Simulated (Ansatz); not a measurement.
SiH2 (SMILES [SiH2]) moved off its minimum; all values from Ansatz (a first-principles code), cores frozen in correlated methods.
(charge 0, multiplicity 1)
```xyz
3

Si     0.14813     0.06028     0.14870
H      0.00817    -1.08455    -0.94139
H     -0.28493     1.21160    -0.79927
```

| level | largest force (eV/Å) | on atom | rms difference from CCSD(T)/aug-cc-pV(T+d)Z (eV/Å) | dipole (D) |
|---|---|---|---|---|
| HF/def2-TZVPP | 1.10 | H2 | 0.142 | 0.15 |
| PBE/def2-TZVPP | 0.66 | H2 | 0.199 | 0.12 |
| r2SCAN/def2-TZVPP | 0.86 | H2 | 0.072 | 0.16 |
| B3LYP/def2-TZVPP | 0.86 | H2 | 0.048 | 0.06 |
| wB97M-V/def2-TZVPP | 0.97 | H2 | 0.034 | 0.10 |
| MP2/aug-cc-pV(T+d)Z | 1.05 | H2 | 0.082 | 0.10 |
| CCSD(T)/aug-cc-pV(T+d)Z | 0.91 | H2 | 0.000 | 0.08 |

The differences count from one level among others, with limits of its own. Forces at CCSD(T)/aug-cc-pV(T+d)Z (eV/Å):

| atom | Fx | Fy | Fz |
|---|---|---|---|
| Si1 | -0.152 | -0.286 | -0.688 |
| H2 | 0.034 | 0.752 | 0.510 |
| H3 | 0.118 | -0.466 | 0.178 |

Doubts at one or more of the structures used: a restricted determinant that unrestricted orbitals would lower (MP2/aug-cc-pV(T+d)Z, CCSD(T)/aug-cc-pV(T+d)Z).
